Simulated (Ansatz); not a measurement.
Relaxation of C3H7NO (12 atoms, charge 0, multiplicity 1), to a largest force component of 0.015 eV/Å in at most 40 steps.

Theory: RKS revPBE/def2-SVP in Ansatz 0.2.0.

```xyz
12
Properties=species:S:1:pos:R:3
C -1.090 1.398 0.739
N -1.267 0.164 0.628
C -0.029 -0.532 0.836
O 1.155 -0.188 -0.028
C 0.849 -0.678 -1.362
H -2.017 2.106 0.581
H -0.158 1.953 0.957
H -0.138 -1.597 0.792
H 0.353 -0.325 1.916
H 1.710 -0.399 -1.938
H -0.056 -0.204 -1.752
H 0.764 -1.752 -1.335
```

Where does it end, and by what steps?

It converged. After 16 steps the energy has fallen by 0.674 eV; H7 moved furthest, 0.95 Å.

```
step  energy less start (eV)  largest force component (eV/Å)  accepted
   0                  0.0000                           3.725       yes
   1                 -0.4199                           1.665       yes
   2                 -0.5121                           0.515       yes
   3                 -0.5076                           0.838        no
   4                 -0.5476                           0.280       yes
   5                 -0.5656                           0.225       yes
   6                 -0.5938                           0.399       yes
   7                 -0.6350                           0.464       yes
   8                 -0.6441                           0.780       yes
   9                 -0.4917                           2.324        no
  10                 -0.6653                           0.490       yes
  11                 -0.6398                           0.550        no
  12                 -0.6728                           0.159       yes
  13                 -0.6730                           0.099       yes
  14                 -0.6737                           0.062       yes
  15                 -0.6745                           0.026       yes
  16                 -0.6745                           0.010       yes
```

```xyz
12
Properties=species:S:1:pos:R:3
C -1.117 1.453 0.616
N -1.138 0.283 1.130
C -0.003 -0.609 0.958
O 1.054 -0.201 0.102
C 0.894 -0.578 -1.261
H -1.986 2.122 0.780
H -0.268 1.856 0.016
H -0.411 -1.600 0.643
H 0.441 -0.747 1.970
H 1.779 -0.201 -1.810
H -0.020 -0.146 -1.730
H 0.852 -1.688 -1.381
```

Whether the end is a true minimum wasn't checked by a vibrational analysis.

The run took 28 s on 2 threads of Arm Neoverse V2, on a shared host, peak memory 0.14 GiB.
